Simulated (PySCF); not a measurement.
## Which functional comes closest?

Molecule: SMILES S=C=S, CS₂.

Cartesian coordinates in Å; atom numbers follow the order of the lines, from 1:
```xyz
3

S    -1.5604    0.1230    0.0072
C    -0.0055    0.0713   -0.0066
S     1.5495    0.0190   -0.0205
```

Geometry PBE0-D3(BJ)/def2-SVP throughout; GIAO in PySCF 2.14, gas phase, one conformer, non-relativistic; equivalent atoms averaged; basis pcSseg-2.

Reference values (measured; solution, CD3CN, 298 K; Fulmer et al., Organometallics 2010, 29, 2176): δ(C2) = 193.6 ppm. Computed shifts are taken against TMS, calculated as an isolated molecule at each level.

How do the functionals HF, LDA, PBE, BLYP, BP86, OPBE, KT2, KT3, B97-D, B3LYP, PBE0, mPW1PW91, WP04, B97-2, BHandHLYP, CAM-B3LYP, wB97X-D, LC-wPBE perform against the reference? Times are CPU seconds on shared hosts with different chips, so compare them loosely.

Answers


```csv
functional,kind,C2,abs. error C,core-s
HF,Hartree–Fock,254.3,60.7,2.2
LDA,LDA,202.5,8.9,4.2
PBE,GGA,198.1,4.5,3.7
BLYP,GGA,201.3,7.7,3.2
BP86,GGA,198.4,4.8,4.2
OPBE,GGA,189.4,4.2,3.5
KT2,GGA,190.2,3.4,3.7
KT3,GGA,188.2,5.4,4.7
B97-D,GGA,193.3,0.3,3.8
B3LYP,global hybrid,214.9,21.3,2.9
PBE0,global hybrid,214.3,20.7,3
mPW1PW91,global hybrid,215.2,21.6,3.2
WP04,global hybrid,213.1,19.5,3
B97-2,global hybrid,208.5,14.9,2.9
BHandHLYP,global hybrid,232.7,39.1,2.6
CAM-B3LYP,range-separated hybrid,229.9,36.3,3.6
wB97X-D,range-separated hybrid,225.9,32.3,3.7
LC-wPBE,range-separated hybrid,239.6,46.0,5.2
```

For 13C the closest is B97-D (0.3 ppm) and the furthest HF (60.7 ppm). One molecule is a small sample, and vibrational and solvent effects are absent from the calculation.
